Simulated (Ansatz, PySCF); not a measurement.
Potential energy curve for Si(H)3(Me), CH6Si, SMILES C[SiH3]. The C2–H8 bond (C2 also carries H, H, Si; H8 carries nothing else) is stretched with both fragments frozen at the PBE0/def2-TZVP optimised geometry.

Levels: UKS-PBE0 = unrestricted PBE0/cc-pVDZ (Ansatz, an electronic-structure program); RKS-PBE0 = restricted PBE0/cc-pVDZ in Ansatz; UKS-B3LYP = unrestricted B3LYP/cc-pVDZ (Ansatz); RKS-B3LYP = restricted B3LYP/cc-pVDZ (Ansatz); UKS-PBE = unrestricted PBE/cc-pVDZ (Ansatz); RKS-PBE = Ansatz with restricted PBE/cc-pVDZ; UKS-B3LYP/6-31G* = unrestricted B3LYP/6-31G*, spherical d (PySCF 2.14.0); RKS-B3LYP/6-31G* = restricted B3LYP/6-31G*, spherical d run with PySCF; UKS-M06-2X/6-31G* = unrestricted M06-2X/6-31G*, spherical d in PySCF 2.14.0; RKS-M06-2X/6-31G* = restricted M06-2X/6-31G*, spherical d run with PySCF; UKS-B3LYP/3-21G = unrestricted B3LYP/3-21G (PySCF 2.14.0); RKS-B3LYP/3-21G = restricted B3LYP/3-21G (PySCF 2.14.0).

Scanned distances (Å): 0.90, 0.96, 1.03, 1.05, 1.09, 1.13, 1.17, 1.24, 1.32, 1.43, 1.58, 1.78, 2.04, 2.32, 2.67, 3.20.

Task: Where does the unrestricted solution first break spin symmetry (<S²> of 0.01 or more)?

Result: UKS-PBE0: between 1.78 and 2.04 Å; UKS-B3LYP: between 1.78 and 2.04 Å; UKS-PBE: between 2.04 and 2.32 Å; UKS-B3LYP/6-31G*: between 1.78 and 2.04 Å; UKS-M06-2X/6-31G*: between 2.04 and 2.32 Å; UKS-B3LYP/3-21G: between 1.78 and 2.04 Å.

```json
[
 {"R / Å": "0.90", "<S²> UKS-PBE0": "0.00", "E(RKS-PBE0) − E(UKS-PBE0) / eV": "0.000", "<S²> UKS-B3LYP": "0.00", "E(RKS-B3LYP) − E(UKS-B3LYP) / eV": "0.000", "<S²> UKS-PBE": "0.00", "E(RKS-PBE) − E(UKS-PBE) / eV": "0.000", "<S²> UKS-B3LYP/6-31G*": "0.00", "E(RKS-B3LYP/6-31G*) − E(UKS-B3LYP/6-31G*) / eV": "0.000", "<S²> UKS-M06-2X/6-31G*": "0.00", "E(RKS-M06-2X/6-31G*) − E(UKS-M06-2X/6-31G*) / eV": "0.000", "<S²> UKS-B3LYP/3-21G": "0.00", "E(RKS-B3LYP/3-21G) − E(UKS-B3LYP/3-21G) / eV": "0.000"},
 {"R / Å": "0.96", "<S²> UKS-PBE0": "0.00", "E(RKS-PBE0) − E(UKS-PBE0) / eV": "0.000", "<S²> UKS-B3LYP": "0.00", "E(RKS-B3LYP) − E(UKS-B3LYP) / eV": "0.000", "<S²> UKS-PBE": "0.00", "E(RKS-PBE) − E(UKS-PBE) / eV": "0.000", "<S²> UKS-B3LYP/6-31G*": "0.00", "E(RKS-B3LYP/6-31G*) − E(UKS-B3LYP/6-31G*) / eV": "0.000", "<S²> UKS-M06-2X/6-31G*": "0.00", "E(RKS-M06-2X/6-31G*) − E(UKS-M06-2X/6-31G*) / eV": "0.000", "<S²> UKS-B3LYP/3-21G": "0.00", "E(RKS-B3LYP/3-21G) − E(UKS-B3LYP/3-21G) / eV": "0.000"},
 {"R / Å": "1.03", "<S²> UKS-PBE0": "0.00", "E(RKS-PBE0) − E(UKS-PBE0) / eV": "0.000", "<S²> UKS-B3LYP": "0.00", "E(RKS-B3LYP) − E(UKS-B3LYP) / eV": "0.000", "<S²> UKS-PBE": "0.00", "E(RKS-PBE) − E(UKS-PBE) / eV": "0.000", "<S²> UKS-B3LYP/6-31G*": "0.00", "E(RKS-B3LYP/6-31G*) − E(UKS-B3LYP/6-31G*) / eV": "0.000", "<S²> UKS-M06-2X/6-31G*": "0.00", "E(RKS-M06-2X/6-31G*) − E(UKS-M06-2X/6-31G*) / eV": "0.000", "<S²> UKS-B3LYP/3-21G": "0.00", "E(RKS-B3LYP/3-21G) − E(UKS-B3LYP/3-21G) / eV": "0.000"},
 {"R / Å": "1.05", "<S²> UKS-PBE0": "0.00", "E(RKS-PBE0) − E(UKS-PBE0) / eV": "0.000", "<S²> UKS-B3LYP": "0.00", "E(RKS-B3LYP) − E(UKS-B3LYP) / eV": "0.000", "<S²> UKS-PBE": "0.00", "E(RKS-PBE) − E(UKS-PBE) / eV": "0.000", "<S²> UKS-B3LYP/6-31G*": "0.00", "E(RKS-B3LYP/6-31G*) − E(UKS-B3LYP/6-31G*) / eV": "0.000", "<S²> UKS-M06-2X/6-31G*": "0.00", "E(RKS-M06-2X/6-31G*) − E(UKS-M06-2X/6-31G*) / eV": "0.000", "<S²> UKS-B3LYP/3-21G": "0.00", "E(RKS-B3LYP/3-21G) − E(UKS-B3LYP/3-21G) / eV": "0.000"},
 {"R / Å": "1.09", "<S²> UKS-PBE0": "0.00", "E(RKS-PBE0) − E(UKS-PBE0) / eV": "0.000", "<S²> UKS-B3LYP": "0.00", "E(RKS-B3LYP) − E(UKS-B3LYP) / eV": "0.000", "<S²> UKS-PBE": "0.00", "E(RKS-PBE) − E(UKS-PBE) / eV": "0.000", "<S²> UKS-B3LYP/6-31G*": "0.00", "E(RKS-B3LYP/6-31G*) − E(UKS-B3LYP/6-31G*) / eV": "0.000", "<S²> UKS-M06-2X/6-31G*": "0.00", "E(RKS-M06-2X/6-31G*) − E(UKS-M06-2X/6-31G*) / eV": "0.000", "<S²> UKS-B3LYP/3-21G": "0.00", "E(RKS-B3LYP/3-21G) − E(UKS-B3LYP/3-21G) / eV": "0.000"},
 {"R / Å": "1.13", "<S²> UKS-PBE0": "0.00", "E(RKS-PBE0) − E(UKS-PBE0) / eV": "0.000", "<S²> UKS-B3LYP": "0.00", "E(RKS-B3LYP) − E(UKS-B3LYP) / eV": "0.000", "<S²> UKS-PBE": "0.00", "E(RKS-PBE) − E(UKS-PBE) / eV": "0.000", "<S²> UKS-B3LYP/6-31G*": "0.00", "E(RKS-B3LYP/6-31G*) − E(UKS-B3LYP/6-31G*) / eV": "0.000", "<S²> UKS-M06-2X/6-31G*": "0.00", "E(RKS-M06-2X/6-31G*) − E(UKS-M06-2X/6-31G*) / eV": "0.000", "<S²> UKS-B3LYP/3-21G": "0.00", "E(RKS-B3LYP/3-21G) − E(UKS-B3LYP/3-21G) / eV": "0.000"},
 {"R / Å": "1.17", "<S²> UKS-PBE0": "0.00", "E(RKS-PBE0) − E(UKS-PBE0) / eV": "0.000", "<S²> UKS-B3LYP": "0.00", "E(RKS-B3LYP) − E(UKS-B3LYP) / eV": "0.000", "<S²> UKS-PBE": "0.00", "E(RKS-PBE) − E(UKS-PBE) / eV": "0.000", "<S²> UKS-B3LYP/6-31G*": "0.00", "E(RKS-B3LYP/6-31G*) − E(UKS-B3LYP/6-31G*) / eV": "0.000", "<S²> UKS-M06-2X/6-31G*": "0.00", "E(RKS-M06-2X/6-31G*) − E(UKS-M06-2X/6-31G*) / eV": "0.000", "<S²> UKS-B3LYP/3-21G": "0.00", "E(RKS-B3LYP/3-21G) − E(UKS-B3LYP/3-21G) / eV": "0.000"},
 {"R / Å": "1.24", "<S²> UKS-PBE0": "0.00", "E(RKS-PBE0) − E(UKS-PBE0) / eV": "0.000", "<S²> UKS-B3LYP": "0.00", "E(RKS-B3LYP) − E(UKS-B3LYP) / eV": "0.000", "<S²> UKS-PBE": "0.00", "E(RKS-PBE) − E(UKS-PBE) / eV": "0.000", "<S²> UKS-B3LYP/6-31G*": "0.00", "E(RKS-B3LYP/6-31G*) − E(UKS-B3LYP/6-31G*) / eV": "0.000", "<S²> UKS-M06-2X/6-31G*": "0.00", "E(RKS-M06-2X/6-31G*) − E(UKS-M06-2X/6-31G*) / eV": "0.000", "<S²> UKS-B3LYP/3-21G": "0.00", "E(RKS-B3LYP/3-21G) − E(UKS-B3LYP/3-21G) / eV": "0.000"},
 {"R / Å": "1.32", "<S²> UKS-PBE0": "0.00", "E(RKS-PBE0) − E(UKS-PBE0) / eV": "0.000", "<S²> UKS-B3LYP": "0.00", "E(RKS-B3LYP) − E(UKS-B3LYP) / eV": "0.000", "<S²> UKS-PBE": "0.00", "E(RKS-PBE) − E(UKS-PBE) / eV": "0.000", "<S²> UKS-B3LYP/6-31G*": "0.00", "E(RKS-B3LYP/6-31G*) − E(UKS-B3LYP/6-31G*) / eV": "0.000", "<S²> UKS-M06-2X/6-31G*": "0.00", "E(RKS-M06-2X/6-31G*) − E(UKS-M06-2X/6-31G*) / eV": "0.000", "<S²> UKS-B3LYP/3-21G": "0.00", "E(RKS-B3LYP/3-21G) − E(UKS-B3LYP/3-21G) / eV": "0.000"},
 {"R / Å": "1.43", "<S²> UKS-PBE0": "0.00", "E(RKS-PBE0) − E(UKS-PBE0) / eV": "0.000", "<S²> UKS-B3LYP": "0.00", "E(RKS-B3LYP) − E(UKS-B3LYP) / eV": "0.000", "<S²> UKS-PBE": "0.00", "E(RKS-PBE) − E(UKS-PBE) / eV": "0.000", "<S²> UKS-B3LYP/6-31G*": "0.00", "E(RKS-B3LYP/6-31G*) − E(UKS-B3LYP/6-31G*) / eV": "0.000", "<S²> UKS-M06-2X/6-31G*": "0.00", "E(RKS-M06-2X/6-31G*) − E(UKS-M06-2X/6-31G*) / eV": "0.000", "<S²> UKS-B3LYP/3-21G": "0.00", "E(RKS-B3LYP/3-21G) − E(UKS-B3LYP/3-21G) / eV": "0.000"},
 {"R / Å": "1.58", "<S²> UKS-PBE0": "0.00", "E(RKS-PBE0) − E(UKS-PBE0) / eV": "0.000", "<S²> UKS-B3LYP": "0.00", "E(RKS-B3LYP) − E(UKS-B3LYP) / eV": "0.000", "<S²> UKS-PBE": "0.00", "E(RKS-PBE) − E(UKS-PBE) / eV": "0.000", "<S²> UKS-B3LYP/6-31G*": "0.00", "E(RKS-B3LYP/6-31G*) − E(UKS-B3LYP/6-31G*) / eV": "0.000", "<S²> UKS-M06-2X/6-31G*": "0.00", "E(RKS-M06-2X/6-31G*) − E(UKS-M06-2X/6-31G*) / eV": "0.000", "<S²> UKS-B3LYP/3-21G": "0.00", "E(RKS-B3LYP/3-21G) − E(UKS-B3LYP/3-21G) / eV": "0.000"},
 {"R / Å": "1.78", "<S²> UKS-PBE0": "0.00", "E(RKS-PBE0) − E(UKS-PBE0) / eV": "0.000", "<S²> UKS-B3LYP": "0.00", "E(RKS-B3LYP) − E(UKS-B3LYP) / eV": "0.000", "<S²> UKS-PBE": "0.00", "E(RKS-PBE) − E(UKS-PBE) / eV": "0.000", "<S²> UKS-B3LYP/6-31G*": "0.00", "E(RKS-B3LYP/6-31G*) − E(UKS-B3LYP/6-31G*) / eV": "0.000", "<S²> UKS-M06-2X/6-31G*": "0.00", "E(RKS-M06-2X/6-31G*) − E(UKS-M06-2X/6-31G*) / eV": "0.000", "<S²> UKS-B3LYP/3-21G": "0.00", "E(RKS-B3LYP/3-21G) − E(UKS-B3LYP/3-21G) / eV": "0.000"},
 {"R / Å": "2.04", "<S²> UKS-PBE0": "0.13", "E(RKS-PBE0) − E(UKS-PBE0) / eV": "0.009", "<S²> UKS-B3LYP": "0.04", "E(RKS-B3LYP) − E(UKS-B3LYP) / eV": "0.001", "<S²> UKS-PBE": "0.00", "E(RKS-PBE) − E(UKS-PBE) / eV": "0.000", "<S²> UKS-B3LYP/6-31G*": "0.06", "E(RKS-B3LYP/6-31G*) − E(UKS-B3LYP/6-31G*) / eV": "0.002", "<S²> UKS-M06-2X/6-31G*": "0.00", "E(RKS-M06-2X/6-31G*) − E(UKS-M06-2X/6-31G*) / eV": "0.000", "<S²> UKS-B3LYP/3-21G": "0.06", "E(RKS-B3LYP/3-21G) − E(UKS-B3LYP/3-21G) / eV": "0.003"},
 {"R / Å": "2.32", "<S²> UKS-PBE0": "0.63", "E(RKS-PBE0) − E(UKS-PBE0) / eV": "0.308", "<S²> UKS-B3LYP": "0.51", "E(RKS-B3LYP) − E(UKS-B3LYP) / eV": "0.198", "<S²> UKS-PBE": "0.36", "E(RKS-PBE) − E(UKS-PBE) / eV": "0.051", "<S²> UKS-B3LYP/6-31G*": "0.52", "E(RKS-B3LYP/6-31G*) − E(UKS-B3LYP/6-31G*) / eV": "0.213", "<S²> UKS-M06-2X/6-31G*": "0.67", "E(RKS-M06-2X/6-31G*) − E(UKS-M06-2X/6-31G*) / eV": "0.341", "<S²> UKS-B3LYP/3-21G": "0.53", "E(RKS-B3LYP/3-21G) − E(UKS-B3LYP/3-21G) / eV": "0.224"},
 {"R / Å": "2.67", "<S²> UKS-PBE0": "0.88", "E(RKS-PBE0) − E(UKS-PBE0) / eV": "0.877", "<S²> UKS-B3LYP": "0.81", "E(RKS-B3LYP) − E(UKS-B3LYP) / eV": "0.652", "<S²> UKS-PBE": "0.79", "E(RKS-PBE) − E(UKS-PBE) / eV": "0.397", "<S²> UKS-B3LYP/6-31G*": "0.82", "E(RKS-B3LYP/6-31G*) − E(UKS-B3LYP/6-31G*) / eV": "0.685", "<S²> UKS-M06-2X/6-31G*": "0.89", "E(RKS-M06-2X/6-31G*) − E(UKS-M06-2X/6-31G*) / eV": "1.038", "<S²> UKS-B3LYP/3-21G": "0.83", "E(RKS-B3LYP/3-21G) − E(UKS-B3LYP/3-21G) / eV": "0.716"},
 {"R / Å": "3.20", "<S²> UKS-PBE0": "0.98", "E(RKS-PBE0) − E(UKS-PBE0) / eV": "1.622", "<S²> UKS-B3LYP": "0.96", "E(RKS-B3LYP) − E(UKS-B3LYP) / eV": "1.292", "<S²> UKS-PBE": "0.96", "E(RKS-PBE) − E(UKS-PBE) / eV": "0.941", "<S²> UKS-B3LYP/6-31G*": "0.97", "E(RKS-B3LYP/6-31G*) − E(UKS-B3LYP/6-31G*) / eV": "1.351", "<S²> UKS-M06-2X/6-31G*": "0.00", "E(RKS-M06-2X/6-31G*) − E(UKS-M06-2X/6-31G*) / eV": "—", "<S²> UKS-B3LYP/3-21G": "0.97", "E(RKS-B3LYP/3-21G) − E(UKS-B3LYP/3-21G) / eV": "1.417"}
]
```

Dashes: no converged value, or the column stops at the first point that the program doubted or that broke a chosen test of continuity, which isn't proof of a fault.
